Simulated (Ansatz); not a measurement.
A calculation with Ansatz (development build ahead of 0.2.0).

```yaml
crystal:
  periodic: [false, false, false]
  atoms:
    - { symbol: C, position_ang: [1.44502, -0.02452, 0.2686] }
    - { symbol: C, position_ang: [0.68799, 1.23413, -0.2323] }
    - { symbol: C, position_ang: [-0.70008, 1.23924, 0.19325] }
    - { symbol: C, position_ang: [-1.48079, 0.02087, -0.26607] }
    - { symbol: C, position_ang: [-0.68684, -1.23891, 0.24038] }
    - { symbol: C, position_ang: [0.77272, -1.24255, -0.24041] }
    - { symbol: H, position_ang: [1.49283, 0.00122, 1.29486] }
    - { symbol: H, position_ang: [2.48604, -0.04401, -0.16893] }
    - { symbol: H, position_ang: [0.74295, 1.33266, -1.28606] }
    - { symbol: H, position_ang: [1.25654, 2.1587, 0.0978] }
    - { symbol: H, position_ang: [-1.22171, 2.18526, -0.18204] }
    - { symbol: H, position_ang: [-0.7224, 1.31351, 1.30442] }
    - { symbol: H, position_ang: [-1.51842, 0.04628, -1.31408] }
    - { symbol: H, position_ang: [-2.51905, 0.03137, 0.1775] }
    - { symbol: H, position_ang: [-1.27473, -2.1199, -0.13727] }
    - { symbol: H, position_ang: [-0.7584, -1.31148, 1.37871] }
    - { symbol: H, position_ang: [1.21607, -2.12467, 0.16162] }
    - { symbol: H, position_ang: [0.80004, -1.35776, -1.33324] }
basis:
  gaussian: { orbitals: "6-31G" }
hamiltonian:
  xc: hf
correlation:
  method: mp2
  frozen_orbitals: { C: 1, H: 0 }
```

The input is written out in the form of the current development build from the run's settings.

Output:

```
Converged                       : yes
Reference energy                : -234.08369 hartree
Correlation energy              : -0.54538 hartree
Total energy                    : -234.62906 hartree
Spin squared of the determinant : 0.000
```

Caution: no unrestricted run beside it, a lower state can exist.
